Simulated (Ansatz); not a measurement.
BH$_{2}$O, SMILES `[BH]O` radical, relaxed with UKS PBE0-D4/def2-TZVP in the Gaussian-basis code of Ansatz from a PBE-D4/def2-SVP geometry. The force threshold is 0.005 eV/Å; the program also tests the step.

The species carries charge 0 and has multiplicity 2.

Start:

```xyz
4

B    -0.334    0.311    0.414
O     0.460   -0.312   -0.469
H    -1.484   -0.065    0.583
H     1.358    0.065   -0.528
```

How much energy does the relaxation release, and in how many steps? (Best estimate.)

Ansatz gave: 0.27 kcal/mol, in 5 steps.

Which bonds change most? (An estimate is asked.)

The calculation gave: B1–H3 from 1.222 to 1.201 Å; O2–H4 from 0.976 to 0.961 Å; B1–O2 from 1.342 to 1.333 Å.

Give the relaxed structure. (Best estimate.)

Computed: 
```xyz
4

B    -0.338    0.306    0.411
O     0.460   -0.306   -0.464
H    -1.468   -0.062    0.579
H     1.346    0.063   -0.525
```
